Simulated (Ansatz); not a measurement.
C3H8S (ethyl methyl sulfide): from total energies to a heat of formation

The species is C3H8S (12 atoms), meant as a singlet with charge 0. SMILES: `CCSC`. Geometry: relaxed at PBE0-D4/def2-TZVP. This is one conformer, not always the lowest.

```xyz
12

C    -0.7165    1.3381    0.1946
C    -0.4363    0.0904    1.0084
S     1.1914   -0.6415    0.7387
C     1.0093   -1.2466   -0.9429
H    -0.7115    1.1275   -0.8769
H    -1.7005    1.7457    0.4442
H     0.0345    2.1056    0.3902
H    -1.1959   -0.6770    0.8315
H    -0.4569    0.3163    2.0776
H     0.1693   -1.9401   -1.0203
H     0.8860   -0.4349   -1.6609
H     1.9271   -1.7837   -1.1843
```

Total energies at wB97X/6-31G* (spherical functions) (Ansatz 0.2.0); the atoms run unrestricted:

```
species    state  energy (Eh)
  C3H8S  singlet  -517.268547
      C  triplet   -37.833080
      S  triplet  -398.078638
      H  doublet    -0.499321
```

Harmonic wavenumbers at B3LYP/6-31G*, in cm⁻¹: 91, 165, 212, 279, 350, 646, 720, 770, 973, 986, 991, 1076, 1100, 1297, 1323, 1389, 1438, 1495, 1501, 1514, 1524, 1531, 3047, 3056, 3058, 3102, 3113, 3134, 3137, 3152.

Measured heats of formation of the gaseous atoms at 298.15 K, in kJ/mol: C 716.9, S 277.0, H 218.0. Spin-orbit lowering of the atoms at 298 K (mean of the ground term's levels less their thermal mean, from spectra), in kJ/mol: C 0.02, S 1.88. Take 1 Eh = 2625.50 kJ/mol, 1 cm⁻¹ = 0.0119627 kJ/mol, RT = 2.479 kJ/mol.

Work out the heat of formation of the gas at 298 K.


1. Electronic atomisation energy: 3 × (-37.833080) + (-398.078638) + 8 × (-0.499321) − (-517.268547) = 1.696101 Eh = 4453.1 kJ/mol.
2. Zero-point energy: half the sum of the wavenumbers, 23085 cm⁻¹ = 276.2 kJ/mol.
3. Thermal vibrational enthalpy, Σ hcν̃/(exp(hcν̃/kT) − 1): 8.6 kJ/mol. Translation, rotation and pV of a non-linear molecule: 4 RT = 9.9 kJ/mol.
4. The 12 free atoms carry 5/2 RT each: 74.4 kJ/mol.
5. Spin-orbit coupling lowers the free atoms by 3 × 0.02 + 1.88 = 1.9 kJ/mol.
6. Atomisation enthalpy at 298 K: 4453.1 − 1.9 − 276.2 − 8.6 − 9.9 + 74.4 = 4230.9 kJ/mol.
7. Sum of the atoms' heats of formation: 4171.7 kJ/mol. Heat of formation: 4171.7 − 4230.9 = -59.2 kJ/mol.

The tabulated value is -59.6 kJ/mol (CRC Handbook of Chemistry and Physics), so this level is off by +0.4 kJ/mol, or 0.0 % of the atomisation enthalpy that the table implies (4231.2 kJ/mol). So close a hit in a small basis owes something to errors that cancel. Anharmonicity and any spin-orbit splitting of the molecule are left out.
